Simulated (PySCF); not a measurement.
Computed NMR parameters against published values

Molfile (atoms numbered from 1):
```
C5H6S
     RDKit          3D

 12 12  0  0  0  0  0  0  0  0999 V2000
   -1.6673    0.2066    0.4067 C   0  0  0  0  0  0  0  0  0  0  0  0
   -0.2510   -0.1081    0.0528 C   0  0  0  0  0  0  0  0  0  0  0  0
    0.7512    0.8765   -0.1747 C   0  0  0  0  0  0  0  0  0  0  0  0
    1.9691    0.3421   -0.4681 C   0  0  0  0  0  0  0  0  0  0  0  0
    1.9161   -1.3621   -0.4769 S   0  0  0  0  0  0  0  0  0  0  0  0
    0.2558   -1.3695   -0.0818 C   0  0  0  0  0  0  0  0  0  0  0  0
   -2.2895   -0.6888    0.3840 H   0  0  0  0  0  0  0  0  0  0  0  0
   -2.0953    0.9329   -0.2886 H   0  0  0  0  0  0  0  0  0  0  0  0
   -1.7366    0.6377    1.4097 H   0  0  0  0  0  0  0  0  0  0  0  0
    0.5668    1.9422   -0.1207 H   0  0  0  0  0  0  0  0  0  0  0  0
    2.8906    0.8607   -0.6835 H   0  0  0  0  0  0  0  0  0  0  0  0
   -0.2715   -2.3050    0.0312 H   0  0  0  0  0  0  0  0  0  0  0  0
  1  2  1  0
  2  3  1  0
  3  4  2  0
  4  5  1  0
  5  6  1  0
  6  2  2  0
  1  7  1  0
  1  8  1  0
  1  9  1  0
  3 10  1  0
  4 11  1  0
  6 12  1  0
M  END
```

Published estimates (parent shift plus substituent increments) and measurements: δ 1H H11 7.16; H10 6.87; H12 6.86 ppm (estimated from measurements, as parent shift plus tabulated substituent increment; solution, not stated per compound (mostly CDCl3 or CCl4); Pretsch, Buehlmann, Badertscher, Structure Determination of Organic Compounds, 4th ed. (2009)).

- GIAO B97-2/pcSseg-2 shieldings
- geometry: PBE0-D3(BJ)/def2-TZVP
- program: PySCF 2.14.0 with density-fitted response routines
- no solvent, non-relativistic Hamiltonian, one conformer, rapidly exchanging positions averaged

Task: What does the calculation give, and how does it compare?

Result: 
Reference values: estimated from measurements, as parent shift plus tabulated substituent increment (solution, not stated per compound (mostly CDCl3 or CCl4); Pretsch, Buehlmann, Badertscher, Structure Determination of Organic Compounds, 4th ed. (2009)).
```csv
atoms,quantity,reference,computed,"computed, scaled"
H11,δ 1H,7.16,7.33,7.02
H10,δ 1H,6.87,7.19,6.89
H12,δ 1H,6.86,6.97,6.68
```

Computed shifts are σ(ref) − σ with the named reference compound (TMS for H and C) calculated as an isolated molecule at the same level. The measured values may be among those fitted. Scaled to experiment by linear calibration (H and C: mostly CDCl3 data, vs TMS): 1H: δ = 29.81 − 0.938σ (rms 0.14 ppm, 293 shifts, 0.16 ppm with the 4 outliers that the fit left out). Occasional misses reach two or three times the rms, and more in compound classes unlike the fitted ones.

Task: How far are the unscaled 1H shifts from the references?

Result: Mean signed difference +0.20 ppm, mean absolute 0.20 ppm over 3 comparisons; the largest is +0.32 ppm at H10 (hydrogen on an aromatic CH).
